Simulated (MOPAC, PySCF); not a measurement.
BF₃, SMILES `FB(F)F`, neutral singlet in the gas phase. 

Cartesian coordinates (Å):
```xyz
4

F      1.2159    -0.5008     0.0398
B      0.0000     0.0000     0.0000
F     -1.0415    -0.8032    -0.0344
F     -0.1745     1.3040    -0.0054
```
Charge 0, spin multiplicity 1.

All levels are single points at this geometry (B3LYP-D3(BJ)/def2-TZVP); Pople sets use spherical d functions. Orbital energies aren't observables, and empty levels follow the basis.

```
level                            HOMO (eV)  LUMO (eV)  gap (eV)  dipole (D)  vertical IE, Delta-SCF (eV)
-------------------------------  ---------  ---------  --------  ----------  ---------------------------
PBE-D3(BJ)/def2-TZVP in PySCF       -10.00      -0.39      9.61        0.00                        14.42
ωB97X-D3(BJ)/def2-TZVP in PySCF     -14.86       2.15     17.01        0.00                        15.61
B3LYP/3-21G in PySCF                -11.02       0.87     11.89        0.00                            –
B3LYP/6-311+G** in PySCF            -12.00      -0.49     11.50        0.00                            –
BP86/6-31G* in PySCF                 -9.46       0.18      9.64        0.00                            –
M06-2X/6-31G* in PySCF              -13.87       2.38     16.25        0.00                            –
PBE/6-31G* in PySCF                  -9.32       0.23      9.54        0.00                        13.98
HF/3-21G in PySCF                   -17.62       5.04     22.66        0.00                            –
HF/6-31G* in PySCF                  -17.70       5.47     23.17        0.00                        16.34
HF/STO-3G in PySCF                  -13.01       9.21     22.23        0.00                            –
PM3 in MOPAC                        -17.24      -0.56     16.68        0.00                            –
PM6 in MOPAC                        -15.25       0.71     15.96        0.00                            –
PM7 in MOPAC                        -14.86      -0.75     14.10        0.00                            –
```
